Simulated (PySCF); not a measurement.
Al$_{2}$H, doublet: the ladder up to full CI

Geometry: a PBE0/def2-TZVP stationary point for this spin, not checked as a minimum.

```csv
atom,x (Å),y (Å),z (Å)
Al,0.0000,0.0000,0.3526
Al,0.0000,0.0000,-2.3244
H,0.0000,0.0000,1.9718
```

Basis 6-31G; PySCF 2.14.0. Correlated methods freeze the noble-gas cores, which leaves 7 electrons in 18 orbitals. R marks a restricted (for open shells ROHF) determinant, U an unrestricted one.

Full CI is exact within this basis and frozen core; it isn't the basis-set limit. The frozen core follows each run's orbitals, which can shift R against U totals by a few meV.

- UHF ⟨S²⟩: 0.951
- ⟨S²⟩ of the determinant under UCCSD: 0.762
- T1 diagnostic (ROHF- or RHF-based CCSD): 0.0216
- largest doubles amplitude (ROHF- or RHF-based CCSD): 0.082
- T1 diagnostic (UCCSD): 0.0233

```csv
level,E − E(RHF) (eV)
RMP2,-1.4862
UMP2,-1.4866
RCCSD,-2.2145
UCCSD,-2.2146
RCCSD(T),-2.2704
UCCSD(T),-2.2700
```

Task: Estimate how far full CI in 6-31G lies from RCCSD(T). The table doesn't fix it; the size of (T) and the diagnostics are the guide.

Result: Full CI in 6-31G lies 0.73 kcal/mol below RCCSD(T), which is 57 % of the (T) step (-1.29 kcal/mol). The diagnostics give no warning, yet the rest is a sizeable part of (T).

The other levels:

```
 level  E − E(full CI) (kcal/mol)  share of correlation (%)  wall time
RCCSDT                       0.12                     99.78      3.7 s
UCCSDT                       0.12                     99.78      3.6 s
```

The correlation energy at full CI, counted from RHF, is -2.302 eV. The search over symmetries took 39 s on 1 thread of Intel Xeon, shared host; the state has 624,320 determinants.

Run but not shown, since their state, orbitals or frozen core can't be matched to the reference's or they repeat it: UHF.

Times are those of the correlated step on a shared host, with one SCF added for the restricted CCSD run; they ran on 1 thread of Intel Xeon.

The full-CI state has the irrep B2 of C2v, in the program's axes (one component, if the state is degenerate).

Natural occupations of full CI about the gap: 1.959 1.939 1.870 0.979 0.069 0.057 0.053 0.025 0.020 0.008; effectively unpaired electrons, Σ n²(2−n)², 1.12.
